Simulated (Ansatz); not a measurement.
`CBF` + H₂O → `CBO` + H–F  (formal hydrolysis of a B–F bond)

Gas-phase electronic energies from Ansatz, PBE0-D4/def2-TZVP geometries. CCSD(T)/CBS is the MP2 limit (def2-TZVPP, def2-QZVPP) plus CCSD(T) − MP2 in def2-TZVPP, frozen cores. This one scheme is used for every species. Functionals use def2-TZVPP. B3LYP here is the variant with VWN-RPA as its local correlation; programs differ in this. HSE06 is defined as in plane-wave codes. One conformer a species, not always the lowest.

(1) Is it downhill or uphill in electronic energy at CCSD(T)/CBS, and by how much? (Best estimate.)

(2) What do these levels give: revPBE-D4, r2SCAN-D4, B3LYP-D4, r2SCANh-D4, PBE-QIDH, r2SCAN, HSE06, HF/def2-SVP, CCSD/def2-SVP, HF/def2-TZVPP, CCSD/def2-TZVPP, CCSD/CBS(def2)? (An estimate is asked.)

Largest T1 diagnostic among the species: 0.012.

Results:

(1) Ansatz gave: Uphill: ΔE = +4.7 kJ/mol.

(2) The calculation gave: revPBE-D4 2.7, r2SCAN-D4 7.3, B3LYP-D4 7.2, r2SCANh-D4 7.0, PBE-QIDH 4.2, r2SCAN 7.6, HSE06 4.9, HF/def2-SVP 10.9, CCSD/def2-SVP 2.1, HF/def2-TZVPP 15.4, CCSD/def2-TZVPP 5.9, CCSD/CBS(def2) 6.2 kJ/mol.

Leaving LDA and LC-ωPBE aside and taking each functional with its dispersion term where it has one, the values, not all of them listed here, spread over 6.4 kJ/mol, from revPBE-D4 to B97M-V. LDA lies −5.0 kJ/mol from PBE without D4. In def2-TZVPP, CCSD(T) changes the Hartree–Fock value by −11.0 kJ/mol (the triples alone add −1.4 kJ/mol) and MP2 by −12.9 kJ/mol.
